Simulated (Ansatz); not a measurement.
**Al₂H₃ (doublet): wave-function methods side by side at a displaced geometry (v1), cc-pVDZ**

An exercise on one series of results from a longer session: the logs are not shown, and one member is left open.

Program: Ansatz 0.2.0, Gaussian basis. Level of theory: cc-pVDZ, core rule «outside noble gas», up to 10 orbitals frozen. These are calculated values, not measurements.

The runs, in order: UHF; CCSD(T) on ROHF; CCSD(T) on UHF; BCCD(T) on ROHF; CISD; CCSDT(Q) on ROHF; CCSDT(Q) on UHF.

24 further runs of the same task are left out: 2 for a known fault of the program, 8 that didn't finish, 14 set aside as unsound or not needed.

## What is computed

The geometry is a PBE0/def2-TZVP stationary point (not a proven minimum) with its atoms shifted at random (size 0.040 Å).

5 atoms, charge 0, spin multiplicity 2.

Atoms are counted from 1 here; the program's logs count them from 0.

Bond lengths: Al1–Al2 2.467 Å, Al1–H3 1.602 Å, Al1–H4 1.594 Å, Al2–H5 1.657 Å. Angles: Al2–Al1–H3 115.7°, Al2–Al1–H4 116.3°, H3–Al1–H4 128.0°, Al1–Al2–H5 176.6°.

Set-up of the first run:

File in.yaml:

```yaml
crystal:
  periodic: [false, false, false]
  atoms:
    - {symbol: Al, position_ang: [0.002279, 0.007288, 1.216008]}
    - {symbol: Al, position_ang: [0.001446, -0.008854, -1.250669]}
    - {symbol: H, position_ang: [0.049410, 1.454633, 1.901202]}
    - {symbol: H, position_ang: [-0.053367, -1.416534, 1.931004]}
    - {symbol: H, position_ang: [-0.095751, 0.003821, -2.904366]}
basis:
  gaussian: {orbitals: cc-pVDZ}
magnetization: {spin_polarized: true, initial_magnetization: 1}
hamiltonian: {xc: hf}
output: {orbitals: {seedname: orbitals}}
```

Launch:

```bash
ansatz run in.yaml --threads 1 --pin off --events-out ev --progress --plain --max-ram 2393MiB
```

Among the steps run: UHF; CCSD(T) on ROHF; CCSD(T) on UHF; BCCD(T) on ROHF; CISD; CCSDT(Q) on ROHF; CCSDT(Q) on UHF.

One of the session's tables, all rows but one given; the rest of the session is left out.

| method | from UCCSDT(Q) (kJ/mol) |
| --- | --- |
| ROHF | +425.4 |
| UHF | +419.0 |
| RMP2 | +110.6 |
| UMP2 | +111.8 |
| CISD | +43.8 |
| RCCSD | ? |
| UCCSD | +14.0 |
| RCCSD(T) | +3.8 |
| UCCSD(T) | +3.9 |
| BCCD(T) | +3.7 |
| RCCSDT | +0.5 |
| UCCSDT | +0.5 |
| RCCSDT(Q) | 0.0 |
| UCCSDT(Q) | 0 |

**Question.** Estimate the row for RCCSD.

As computed: from UCCSDT(Q) (kJ/mol): +14.2. In the column «from UCCSDT(Q) (kJ/mol)» it lies between UCCSD (+14.0) and CISD (+43.8).

Caveats from the session: Restricted and unrestricted rows rest on different reference determinants; where their highest levels disagree by more than a few hundredths of an eV, they describe different states and don't form one ladder.
